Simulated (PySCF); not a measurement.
Level of theory: M06-2X/def2-TZVP // B3LYP-D3(BJ)/def2-TZVP (PySCF). Isolated molecules, 0 K electronic values unless said otherwise. Excitations are Tamm–Dancoff values on a coarser integration grid. The basis has no diffuse functions, so Rydberg states are missing or too high.

Reference species (SMILES): `C=C=C` (neutral, multiplicity 1).

```yaml
S1 oscillator strength: 0.000
S1 excitation (TDA): 5.86 eV
```

Changed species: `C1C=C1`.

Question: What does the change do to the S1 oscillator strength and S1 excitation (TDA)?

Answer: the S1 oscillator strength hardly moves; the S1 excitation (TDA) goes up by 0.61 eV, to 6.47 eV.
